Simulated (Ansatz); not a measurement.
## Basis-set limit of C2H7, doublet

```xyz
9

C    -1.2184    0.0000    0.0000
H    -1.5816    1.0273    0.0000
H    -1.5816   -0.5137    0.8897
H    -1.5816   -0.5137   -0.8897
H     0.1026    0.0000    0.0000
C     1.2846    0.0000    0.0000
H     1.2846   -1.0800    0.0000
H     1.2846    0.5400    0.9353
H     1.2846    0.5400   -0.9353
```

Ansatz 0.2.0, UHF determinant, valence electrons correlated. Energies in eV.

```
       set  X  functions  Hartree–Fock  MP2 correlation  CCSD(T) correlation                                                                                                  time
def2-TZVPP  3        160    -2169.0604         -10.3747             -11.7958       5 s on 1 × NVIDIA H100 80GB HBM3 with 1 thread of AMD EPYC 7R13 Processor (Zen 3) (shared host)
def2-QZVPP  4        324    -2169.1812         -11.0000             -12.3294  21 s on 1 × NVIDIA H100 80GB HBM3 with 1 thread of AMD EPYC 7R13 Processor (Zen 3), on a shared host
```

Hartree–Fock is taken to follow E(X) = E∞ + A·exp(−7.88·√X), correlation E(X) = E∞ + B·X^−2.97.

Work out the CCSD(T) energy at the limit, and how far the shortcut misses it that extrapolates MP2 and adds CCSD(T) minus MP2 from the smaller set.

Hartree–Fock: E∞ = E4 + 0.1377·(E4 − E3) = -2169.1979. Correlation: E∞ = E4 + 0.7407·(E4 − E3) = -12.7246 for CCSD(T) and -11.4632 for MP2. The limit is -2181.9225 eV, 0.412 eV below def2-QZVPP. The shortcut gives a correlation energy of -11.4632 + (-1.4211) = -12.8844, 160 meV lower than the direct value.
